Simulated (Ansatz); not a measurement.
**AlNH2 (triplet): from Hartree-Fock to the top rungs at a displaced geometry (v1), cc-pVDZ**

An exercise on one series of results from a longer session: the logs are not shown, and one member is left open.

Method: cc-pVDZ, core rule «outside noble gas», up to 6 orbitals frozen; program: Ansatz 0.2.0, Gaussian basis.

Plan: UHF; CCSD(T) on ROHF; CCSD(T) on UHF; BCCD(T) on ROHF; CISD; CCSDT(Q) on ROHF; CCSDT(Q) on UHF.

38 further runs of the same task are left out: 13 for a known fault of the program, 11 that didn't finish, 14 set aside as unsound or not needed.

## What is computed

The geometry is a PBE0/def2-TZVP stationary point (not a proven minimum) with its atoms shifted at random (size 0.040 Å).

4 atoms, charge 0, spin multiplicity 3.

Atoms are counted from 1 here; the program's logs count them from 0.

Bond lengths: Al1–N2 1.894 Å, Al1–H3 1.598 Å, Al1–H4 1.590 Å. Angles: N2–Al1–H3 116.1°, N2–Al1–H4 116.4°, H3–Al1–H4 127.5°.

The first run:

Contents of in.yaml:

```yaml
crystal:
  periodic: [false, false, false]
  atoms:
    - {symbol: Al, position_ang: [0.000471, 0.004706, 0.583719]}
    - {symbol: N, position_ang: [-0.000362, -0.011436, -1.309883]}
    - {symbol: H, position_ang: [0.047602, 1.444812, 1.273622]}
    - {symbol: H, position_ang: [-0.055175, -1.411878, 1.303425]}
basis:
  gaussian: {orbitals: cc-pVDZ}
magnetization: {spin_polarized: true, initial_magnetization: 2}
hamiltonian: {xc: hf}
output: {orbitals: {seedname: orbitals}}
```

On the command line:

```bash
> ansatz run in.yaml --threads 1 --pin off --events-out ev --progress --plain --max-ram 2393MiB
```

Steps of the session up to this table: UHF; CCSD(T) on ROHF; CCSD(T) on UHF; BCCD(T) on ROHF; CISD; CCSDT(Q) on ROHF; CCSDT(Q) on UHF.

One table of the session follows, with a row left open; its other results are not shown here.

| method | from UCCSDT(Q) (kJ/mol) |
| --- | --- |
| ROHF | +538.4 |
| UHF | +524.5 |
| RMP2 | +102.3 |
| UMP2 | +102.3 |
| CISD | +43.0 |
| RCCSD | ? |
| UCCSD | +11.8 |
| RCCSD(T) | +3.0 |
| UCCSD(T) | +2.9 |
| BCCD(T) | +3.0 |
| RCCSDT | +0.8 |
| UCCSDT | +0.7 |
| RCCSDT(Q) | +0.1 |
| UCCSDT(Q) | 0 |

Estimate the missing values for RCCSD.

**Answer.** from UCCSDT(Q) (kJ/mol): +12.1. In the column «from UCCSDT(Q) (kJ/mol)» it lies between UCCSD (+11.8) and CISD (+43.0).

Among the levels timed on like hardware and quicker than the yardstick, those that no quicker one beats, quickest first: CISD (1.4 s, +43.0 kJ/mol); UCCSD(T) (1.6 s, +2.9 kJ/mol).

Limits of these values: Restricted and unrestricted rows rest on different reference determinants; where their highest levels disagree by more than a few hundredths of an eV, they describe different states and don't form one ladder.
